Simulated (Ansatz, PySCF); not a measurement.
hydrogen isocyanide (CHN), SMILES [C-]#[NH+].

Geometry: B3LYP-D3(BJ)/def2-TZVPD.

Vertical ionisation energy (IE) and electron affinity (EA) in eV. Rows of orbital energies are one-electron estimates. Where ΔSCF, EOM or ADC give a negative EA the extra electron is unbound and the value depends on the basis.

| level | IE | EA |
|---|---|---|
| −ε(HOMO), −ε(LUMO), B3LYP/def2-TZVPD (PySCF) | 8.96 | 0.00 |
| −ε(HOMO), −ε(LUMO), r2SCAN/def2-TZVPD (PySCF) | 7.98 | 0.51 |
| −ε(HOMO), −ε(LUMO), PBE/def2-TZVPD (PySCF) | 7.57 | 0.86 |
| EOM-CCSD/aug-cc-pVDZ (PySCF) | 11.99 | -0.58 |
| ΔSCF, ωB97X-V/def2-TZVPD (Ansatz), final states of multiplicity 2 and 2 | (withheld) | (withheld) |
| ΔSCF, PBE/def2-TZVPD (Ansatz), final states of multiplicity 2 and 2 | 12.00 | -1.41 |

Question: What belongs in the gaps? (Estimate from the structure and the level; the computed values follow.)

Answer: 
- ΔSCF, ωB97X-V/def2-TZVPD (Ansatz, a quantum-chemistry and plane-wave program), final states of multiplicity 2 and 2, IE: 12.26
- ΔSCF, ωB97X-V/def2-TZVPD (Ansatz), final states of multiplicity 2 and 2, EA: -1.68

Question: What vertical singlet–triplet gap does ΔSCF give with ωB97X-V/def2-TZVPD (Ansatz) and with PBE/def2-TZVPD (Ansatz)? (Estimate from the structure and the level; the computed values follow.)

Answer: 6.09 and 5.78 eV (triplet above singlet where positive).
